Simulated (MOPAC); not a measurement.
MOPAC input (AM1):

```
AM1 PRECISE GNORM=0.05 LET XYZ CHARGE=-1 GEO-OK AUX(PRECISION=9) THREADS=1
H3Si

Si    0.08512521 1    0.08333339 1    0.08368655 1
H    -0.93940997 1   -0.90765273 1    0.67751647 1
H    -0.91388705 1    0.68123940 1   -0.93063229 1
H     0.66154409 1   -0.94025419 1   -0.91849584 1
```

Problem. What heat of formation does the run end on?

Solution. -1.82 kcal/mol.
